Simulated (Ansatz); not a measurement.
fcc Cu, treated with r²SCAN+rVV10 (Ansatz, an electronic-structure program, plane waves, PAW).

Settings: plane-wave cutoff 560 eV, 26×26×26 k mesh, Fermi–Dirac smearing 0.05 eV, no spin polarisation, scalar-relativistic PAW data made under PBE.

Pressure at four volumes; x = ln(V/11.290 Å³). One pressure is withheld.

```csv
V (Å³/atom),x,P (GPa)
10.613,-0.0618,?
10.839,-0.0408,7.71
11.290,0.0000,0.00
11.968,0.0583,-8.57
```

Problem. Pass a parabola P(x) through the three rows shown, estimate the bulk modulus and its pressure derivative near zero pressure, and predict the withheld pressure.

Solution. Slopes between the rows: (0.00 − (7.71))/(0.0000 − (-0.0408)) = -188.97 and (-8.57 − (0.00))/(0.0583 − (0.0000)) = -147.00 GPa. Their difference over the span 0.0991 is c = 41.97/0.0991 = 423.5 GPa, so P(x) = 7.71 + (-188.97)(x − (-0.0408)) + 423.5 (x − (-0.0408))(x − (0.0000)). At the middle row B = −dP/dx = −[-188.97 + 423.5 × 0.0408] = 171.7 GPa, and B′ = dB/dP = 2c/B = 4.9. At x = -0.0618 the parabola gives 12.23 GPa; the run gives 12.33 GPa. The Birch–Murnaghan fit to the energies at all volumes has B0 = 170 GPa and B′ = 5.1.

Measured, for comparison: bulk modulus 144 GPa (0 K value with the zero-point phonon effect removed, sources range from 140 to 145; as tabulated in Mejia-Rodriguez and Trickey (2018), arXiv:1807.09216). Computed less measured: bulk modulus +18 % (+17 % to +21 % over the range).
